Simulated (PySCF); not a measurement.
# Spin–spin coupling constants

Molfile (atoms numbered from 1):
```
CH4O
     RDKit          3D

  6  5  0  0  0  0  0  0  0  0999 V2000
   -0.3474    0.0442   -0.0239 C   0  0  0  0  0  0  0  0  0  0  0  0
    0.9136   -0.4407   -0.4230 O   0  0  0  0  0  0  0  0  0  0  0  0
   -0.6404   -0.3193    0.9688 H   0  0  0  0  0  0  0  0  0  0  0  0
   -1.0751   -0.3243   -0.7475 H   0  0  0  0  0  0  0  0  0  0  0  0
   -0.3930    1.1404   -0.0234 H   0  0  0  0  0  0  0  0  0  0  0  0
    1.5712   -0.1287    0.2016 H   0  0  0  0  0  0  0  0  0  0  0  0
  1  2  1  0
  1  3  1  0
  1  4  1  0
  1  5  1  0
  2  6  1  0
M  END
```

Indirect spin–spin couplings were computed at B3LYP/pcJ-2 (PySCF) on a PBE0-D3(BJ)/def2-TZVP structure, for the isolated molecule, without vibrational or relativistic corrections. Couplings are averaged over pairs made equivalent by symmetry, fast rotation or ring inversion, so a value needn't be that of the named pair in this geometry, while other rotamers aren't included; one pair stands for each set, and the list holds those of at least 0.8 Hz over up to four bonds.

Isotopes: 13C, 1H, 17O. Couplings to quadrupolar nuclei such as 17O and 33S are rarely resolved in practice.

| pair | bonds | J (Hz) |
| --- | --- | --- |
| C1, O2 | 1 | 19.3 |
| C1, H3 | 1 | 144.2 |
| O2, H6 | 1 | -75.0 |
| C1, H6 | 2 | -2.6 |
| O2, H3 | 2 | ? |
| H3, H4 | 2 | -11.1 |
| H3, H6 | 3 | ? |

Q: Estimate the withheld couplings, with signs.

A: 
- 2J(O2,H3) = -6.5 Hz (mean over equivalent pairs that range from -14.1 to -2.7 Hz in this conformer)
- 3J(H3,H6) = 6.9 Hz (mean over equivalent pairs that range from 1.8 to 17.3 Hz in this conformer)
